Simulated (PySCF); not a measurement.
Bond length, frequency and bond energy of OH by level of theory

State: ²Π (doublet), unpaired electrons π ↑. Set-up: H 6-31G(d,p), O 6-31G(d,p); no relativity (PySCF 2.14). De refers to H + O in their high-spin ground configurations, without counterpoise correction. The functionals are run spin-unrestricted. A positive dipole means H(−)O(+).

```tsv
Level	Re (Å)	ωe (cm⁻¹)	De (eV)	μ (D)
UHF	0.954	4059	2.89	-1.87
UHF-MP2	0.972	3839	4.17	n/a
UHF-SCS-MP2	0.973	3821	4.19	n/a
UHF-CCSD	0.975	3778	4.14	n/a
UHF-CCSD(T)	0.976	3760	4.17	n/a
PBE	0.988	3593	4.63	-1.69
PBEsol	0.989	3600	4.83	-1.73
r²SCAN	0.977	3728	4.58	-1.77
B3LYP	0.980	3692	4.55	-1.74
PBE0	0.975	3771	4.46	-1.76
M06-2X	0.975	3778	4.49	-1.79
CAM-B3LYP	0.978	3734	4.56	-1.77
```

The bond length runs from 0.954 Å (UHF) to 0.989 Å (PBEsol). De spans 2.89 eV (UHF, mean field) to 4.83 eV (PBEsol, GGA). Correlation at CCSD(T) changes the Hartree–Fock bond energy by +1.28 eV; the triples alone change it by +0.03 eV.

Correlated steps freeze 1 core orbital. Correlated levels converge slowly with the basis: in double zeta they bind strong bonds too weakly, by up to about 1 eV, and carry superposition errors of some tenths. The state is the lowest determinant that a PBE0 search found; another state may lie lower at other levels.
